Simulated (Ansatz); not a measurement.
The same path of H + H4Si (6 atoms, charge 0, multiplicity 2) was run twice with different band settings. Lost on the way: Si1–H2. Made: H2–H6.

Level of theory: UKS r2SCAN-D4/def2-SVP in Ansatz 0.2.0.

Relaxed end points:

```xyz
6
Properties=species:S:1:pos:R:3
Si 0.000 0.000 -0.074
H 0.000 0.000 1.432
H 1.409 0.000 -0.566
H -0.704 1.220 -0.566
H -0.704 -1.220 -0.566
H 0.000 0.000 3.262
```

```xyz
6
Properties=species:S:1:pos:R:3
Si 0.001 0.000 -0.598
H 0.000 0.000 2.933
H 1.427 0.000 -1.036
H -0.713 1.235 -1.035
H -0.713 -1.235 -1.035
H 0.000 0.000 3.692
```

Common settings: movable images 5; climbing image yes; spring 5.0 eV/Å²; optimiser quadratic models (default); start path through a guess of the saddle point; iteration limit 60; end points relaxed.

| run | force threshold |
| --- | --- |
| 1 | 0.03 eV/Å |
| 2 | 0.2 eV/Å |

(1) What does each run give, and how far can it be trusted?

Results:

(1) Run 1: converged after 15 iterations, highest image 0.000 eV above the first end. The highest image is an end point: on this band no image between the ends rises above it. A vibrational analysis next to that end finds imaginary modes (147i cm⁻¹), so it isn't a minimum.
Run 2: converged after 6 iterations, highest image 0.000 eV above the first end. The highest image is an end point: on this band no image between the ends rises above it.
